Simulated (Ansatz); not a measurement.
Input (CCSDTQ/aug-cc-pVDZ; Ansatz, a program for electronic structure):

Ansatz 0.2 input:
```yaml
crystal:
  periodic: [false, false, false]
  atoms:
    - {symbol: H, position_ang: [0.00000000, 0.00000000, 0.86028700]}
    - {symbol: O, position_ang: [-0.00000000, -0.00000000, -0.32902400]}
    - {symbol: H, position_ang: [0.00000000, 0.00000000, 1.77190500]}
basis:
  gaussian:
    orbitals: aug-cc-pVDZ
magnetization: {spin_polarized: true, initial_magnetization: 2}
correlation: {method: ccsdtq, electrons: outside_noble_gas}
```

Output:

```
Functional definition: HF
integrals: 0.02 GiB planned
615 factors; integrals over basis functions are off by at most 2.5e-7 eV
mean field: 0.08 GiB planned
mean field evaluation 1: about -2063.9119 eV, gradient 9.0e0 eV
mean field evaluation 2: about -2063.9122 eV, gradient 9.0e0 eV
mean field evaluation 4: about -2064.6365 eV, gradient 1.7e0 eV
mean field evaluation 8: about -2064.6697 eV, gradient 4.8e-4 eV
mean field evaluation 16: about -2064.6690 eV, gradient 1.4e-1 eV
mean field evaluation 32: about -2063.4070 eV, gradient 6.7e-6 eV
mean field evaluation 64: about -2064.6697 eV, gradient 1.7e-3 eV
mean field evaluation 96: about -2063.4070 eV, gradient 2.6e-3 eV
mean field -2064.66973788 eV, -75.8752133837 hartree, gradient 1.5e-6 eV, S^2 2.056175; 6 other end points of the search recorded, 0 dependent functions left out
determinant -2064.66973788 eV, -75.8752133837 hartree, with singles and doubles -2069.77976983 eV, -76.0630035943 hartree
determinant -2063.40696673 eV, -75.8288073998 hartree, with singles and doubles -2068.03614327 eV, -75.9989265000 hartree
1 core orbitals not correlated
reference -2064.66973788 eV, -75.8752133837 hartree; 5, 3 occupied and 35, 37 virtual orbitals, 615 factors
second order -4.42658229 eV of doubles, -0.00000000 eV of singles
coupled cluster: 1.73 GiB planned
cycle   1  -4.84531113 eV  change   -4.2e-1 eV  update   6.4e-2
cycle   2  -5.13102183 eV  change   -2.9e-1 eV  update   3.1e-2
cycle   3  -5.26236998 eV  change   -1.3e-1 eV  update   2.0e-2
cycle   4  -5.26090689 eV  change    1.5e-3 eV  update   7.5e-3
cycle   5  -5.26089795 eV  change    8.9e-6 eV  update   4.2e-3
cycle   6  -5.26320525 eV  change   -2.3e-3 eV  update   2.6e-3
cycle   7  -5.26340197 eV  change   -2.0e-4 eV  update   1.4e-3
cycle   8  -5.26320154 eV  change    2.0e-4 eV  update   5.4e-4
cycle   9  -5.26328662 eV  change   -8.5e-5 eV  update   3.9e-4
cycle  10  -5.26330897 eV  change   -2.2e-5 eV  update   1.3e-4
cycle  11  -5.26330161 eV  change    7.4e-6 eV  update   9.8e-5
cycle  12  -5.26330772 eV  change   -6.1e-6 eV  update   7.6e-5
cycle  13  -5.26331317 eV  change   -5.4e-6 eV  update   2.9e-5
cycle  14  -5.26331858 eV  change   -5.4e-6 eV  update   2.1e-5
cycle  15  -5.26333207 eV  change   -1.3e-5 eV  update   8.8e-6
cycle  16  -5.26333756 eV  change   -5.5e-6 eV  update   5.3e-6
cycle  17  -5.26333852 eV  change   -9.6e-7 eV  update   2.5e-6
cycle  18  -5.26333925 eV  change   -7.3e-7 eV  update   1.8e-6
cycle  19  -5.26333921 eV  change    4.8e-8 eV  update   1.9e-6
cycle  20  -5.26333900 eV  change    2.0e-7 eV  update   5.2e-7
Total energy: -2069.93307688 eV, -76.0686375244 hartree
```

The determinant is spin-contaminated: <S^2> is 2.06, 0.06 over the pure value.
